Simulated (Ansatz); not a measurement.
# How close CCSD(T) comes to the exact answer in a basis

Each species is computed at the geometry given (Å), with frozen cores, in Ansatz 0.2.0: RHF-CCSD(T) for singlets, UHF-CCSD(T) otherwise, and full CI in the same basis. The program picks the determinant by a search with trial CCSD, so it needn't be the lowest Hartree–Fock solution. States: HBAl⁺ quintet Σ⁻ or Δ, NO⁺ quintet Π, BeLiH (H-bridged) triplet A'. Cases whose determinant has another symmetry than full CI's state, or lies over 0.5 eV above the lowest of its kind, whose (Q) step broke down or whose higher cluster runs on it stay over 0.1 eV above full CI weren't drawn.

Q: Judging by size, spin and bonding and the diagnostics given, rank them by the size of CCSD(T)'s error in total energy against full CI in the same basis, smallest first (an estimate).
A. NO⁺, quintet, 6-31G: N 0.000 0.000 0.000; O 0.000 0.000 1.268. T1 0.025, (T) -69 meV in a correlation energy of -3.69 eV
B. HBAl⁺, quintet, 6-31G: B 0.000 0.000 0.252; Al 0.000 0.000 -1.689; H 0.000 0.000 1.437. T1 0.046, (T) -55 meV in a correlation energy of -1.73 eV
C. BeLiH (H-bridged), triplet, cc-pVTZ: Li 0.000 -0.082 2.396; Be 0.000 -0.127 -1.821; H 0.000 1.697 -0.221. T1 0.074, (T) -24 meV in a correlation energy of -1.32 eV

A: C (16.3 meV), A (22.6 meV), B (34.0 meV).

```
                   species    basis  correlated electrons  CCSD(T) − full CI (meV)  CCSDT(Q) − full CI (meV)  unpaired electrons (full CI)     T1  ⟨S²⟩ of the determinant
BeLiH (H-bridged), triplet  cc-pVTZ                     4                     16.3                      -0.3                          2.14  0.074                     2.26
              NO⁺, quintet    6-31G                    10                     22.6                      -1.4                          4.02  0.025                     6.01
            HBAl⁺, quintet    6-31G                     6                     34.0                      -2.3                          4.02  0.046                     6.00
```

Unpaired electrons are Σ n²(2−n)² over natural occupations; an open shell counts its own unpaired electrons too. Frozen cores follow each run's orbitals, which moves totals by a few meV.
